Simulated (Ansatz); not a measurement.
Li₃H₃⁺, relaxed as a doublet with UKS PBE0-D4/def2-TZVP in Ansatz, starting from the GFN1-xTB geometry. Force threshold 0.02 eV/Å.

In the doublet, H4 and H6 lie 0.75 Å apart (atoms count from 1), so H2 has formed as a molecule. The structure comes from a short search, and lower isomers may exist.

Start:

Cartesian coordinates in Å:
```
Li -0.106 0.319 0.002
Li -0.620 -2.242 0.123
Li 1.895 -1.450 -0.025
H 0.461 2.018 -0.229
H -1.318 -0.771 0.256
H -0.312 2.126 -0.126
```

```
step  energy (eV)  largest force component (eV/Å)  SCF passes
   1    -654.1141                           0.951          25
   2    -654.4801                           0.432          24
   3    -654.6575                           0.235          24
   4    -654.7239                           0.501          24
   5    -654.8213                           0.148          24
   6    -654.8226                           0.187          24
   7    -654.8348                           0.118          24
   8    -654.8490                           0.354          24
   9    -654.8639                           0.578          23
  10    -654.8956                           0.470          23
  11    -654.9292                           0.183          24
  12    -654.9576                           0.151          23
  13    -654.9801                           0.076          23
  14    -655.0002                           0.069          24
  15    -655.0152                           0.048          24
  16    -655.0221                           0.048          24
  17    -655.0267                           0.073          24
  18    -655.0280                           0.048          25
  19    -655.0286                           0.008          21
```

Force components are those of the run's own axes.

End:

```
atom   x (Å)   y (Å)   z (Å)
 Li1   0.309  -0.311   0.006
 Li2  -2.715  -1.558   0.276
 Li3   3.637  -0.667  -0.162
  H4   0.382   1.768  -0.155
  H5  -1.252  -0.889   0.140
  H6  -0.361   1.657  -0.104
```

Bonds lost: Li1–Li3, Li1–H4, Li1–H6, Li2–Li3 (atoms count from 1). Metal–metal contacts that move far: Li1–Li2 2.61 to 3.28 Å.

No frequencies were taken in this run, so the end may be a saddle point.

It took 11 s on 4 threads of Arm Neoverse V1 on a shared host.
